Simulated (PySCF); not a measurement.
1-chlorobutadiene (C=C/C=C/Cl, C₄H₅Cl)

Geometry:
```
atom   x (Å)   y (Å)   z (Å)
  C1  -1.409  -1.214   0.391
  C2  -0.234  -0.739  -0.021
  C3   0.180   0.636   0.142
  C4   1.361   1.081  -0.280
 Cl5   1.874   2.707  -0.098
  H6  -1.679  -2.253   0.248
  H7  -2.135  -0.576   0.882
  H8   0.471  -1.407  -0.510
  H9  -0.507   1.322   0.629
 H10   2.091   0.450  -0.772
```

Method used: quadratic response CAM-B3LYP/def2-TZVPD first hyperpolarisability, Taylor convention, gas phase in PySCF 2.14.0. Geometry: PBE0-D3(BJ)/def2-TZVP.

(1) Give the tensor of the second harmonic β(−2ω;ω,ω) at 1907 nm in the axes of these coordinates.

## Answers

(1) In au, Taylor convention; rows are the first index (the induced dipole):
```
      xx      yy     zz      xy     xz     yz
x  +84.0  +107.2  +17.3   +79.1   +1.4   -5.7
y  +78.4  +139.8  +16.8  +106.1   -5.4  -21.9
z   +1.0   -22.4  -13.3    -5.8  +16.9  +16.7
```
Norm of βᵢ = ⅓ Σⱼ (βᵢⱼⱼ + βⱼᵢⱼ + βⱼⱼᵢ): 315.6 au, hyper-Rayleigh value 124.4 au.
